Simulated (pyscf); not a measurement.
Four-centre exchange: HO–Zn–OH (SMILES [OH][Zn][OH]) + H₂O (SMILES O) → H₂O (SMILES O) + HO–Zn–OH (SMILES [OH][Zn][OH])

Gas phase, singlet surface, charge 0. Bonds broken: O1–Zn2, O6–H7. Bonds formed: O1–H7, Zn2–O6. Structures and frequencies: ωB97X-D3(BJ)/def2-SVP in PySCF.

Transition state (Å):

```xyz
8

O     -1.6787     1.1948    -0.1948
Zn    -0.7475    -0.5401    -0.1873
O     -0.9170    -2.2234     0.3970
H     -1.8406     1.7280     0.5907
H     -0.1653    -2.7839     0.1777
O      0.3801     0.7780    -1.1428
H     -0.6257     1.3668    -0.7792
H      0.5383     0.7643    -2.0929
```

One imaginary mode, 865i cm⁻¹; descent along it reached the two sides named, in the forms told below.

```csv
bond,change,reactant side (Å),saddle,product side
O1–Zn2,breaks,1.823,1.969,2.166
O6–H7,breaks,0.988,1.221,1.812
O1–H7,forms,1.781,1.216,0.986
Zn2–O6,forms,2.207,1.980,1.826
```

Electronic energies relative to the separated reactants (kcal/mol):

```json
[
 {"level": "ωB97X-D3(BJ)/def2-TZVP", "barrier": "-5.7", "reaction energy": "0.0", "reverse barrier": "-5.7"},
 {"level": "PBE/def2-TZVP", "barrier": "-5.5", "reaction energy": "0.0", "reverse barrier": "-5.5"},
 {"level": "r²SCAN/def2-TZVP", "barrier": "-7.5", "reaction energy": "0.0", "reverse barrier": "-7.5"},
 {"level": "B3LYP-D3(BJ)/def2-TZVP", "barrier": "-4.8", "reaction energy": "0.0", "reverse barrier": "-4.8"},
 {"level": "PBE0-D3(BJ)/def2-TZVP", "barrier": "-6.7", "reaction energy": "0.0", "reverse barrier": "-6.7"},
 {"level": "M06-2X/def2-TZVP", "barrier": "-10.2", "reaction energy": "0.0", "reverse barrier": "-10.2"},
 {"level": "ωB97M-D3(BJ)/def2-TZVP", "barrier": "-5.1", "reaction energy": "0.0", "reverse barrier": "-5.1"},
 {"level": "HF/def2-TZVP", "barrier": "1.4", "reaction energy": "0.0", "reverse barrier": "1.4"}
]
```

With ωB97M-D3(BJ)/def2-TZVP energies and thermal terms (ideal gas, 1 atm, RRHO with modes under 100 cm⁻¹ raised to 100, one conformer, R ln 2 for chiral ones without a mode under 150 cm⁻¹), in kcal/mol:

| T (K) | ΔH‡ | ΔG‡ | ΔH | ΔG |
|---|---|---|---|---|
| 298 | -6.3 | 4.3 | 0.0 | 0.0 |
| 600 | -6.2 | 14.9 | 0.0 | 0.0 |
| 900 | -5.6 | 25.4 | 0.0 | 0.0 |
| 1200 | -4.8 | 35.6 | 0.0 | 0.0 |

On the reactant side the descent ends in an adduct with a O–Zn contact, 14.2 kcal/mol under the separated species and 8.5 kcal/mol under the saddle at ωB97X-D3(BJ)/def2-TZVP. On the product side the descent ends in an adduct with a O–Zn contact, 14.3 kcal/mol under the separated species and 8.6 kcal/mol under the saddle at ωB97X-D3(BJ)/def2-TZVP. At ωB97X-D3(BJ)/def2-TZVP, PBE, r²SCAN, B3LYP-D3(BJ), PBE0-D3(BJ), M06-2X, ωB97M-D3(BJ) the saddle lies under the separated reactants, which points to a path from their complex (located at ωB97X-D3(BJ) alone). At ωB97X-D3(BJ)/def2-TZVP, PBE, r²SCAN, B3LYP-D3(BJ), PBE0-D3(BJ), M06-2X, ωB97M-D3(BJ) the saddle lies under the separated products, which points to a path from their complex (located at ωB97X-D3(BJ) alone). What is counted as formed (O–Zn) is already present as a longer contact in the reactant adduct; forming that adduct is a step of its own. What is counted as broken (O–Zn) persists as a longer contact in the product adduct; parting that adduct is a step of its own. One saddle was located; it need not be the lowest between these sides. Elements up to Kr have no core potential and no relativistic terms here.
